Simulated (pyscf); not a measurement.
Thermochemistry of product channels of HO–Ga(F)–F + H atom (H•) on the doublet surface, in kcal/mol, from ωB97M-D3(BJ)/def2-TZVP energies (ideal gas, 1 atm, RRHO with modes under 100 cm⁻¹ raised to 100, one conformer, R ln 2 for rigid chiral ones). Structures and frequencies: ωB97X-D3(BJ)/def2-SVP in PySCF.

| products | ΔE | ΔH(298 K) | ΔG(600 K) | ΔG(1200 K) |
|---|---|---|---|---|
| •O–Ga(F)–F + hydrogen (H₂) | +16.2 | +15.4 | +14.0 | +13.1 |
| [HO–Ga–F]• + hydrogen fluoride (HF) | -14.0 | -10.1 | -15.1 | -18.5 |

These are energies of the channels, which say nothing of barriers. Elements up to Kr have no core potential and no relativistic terms here.
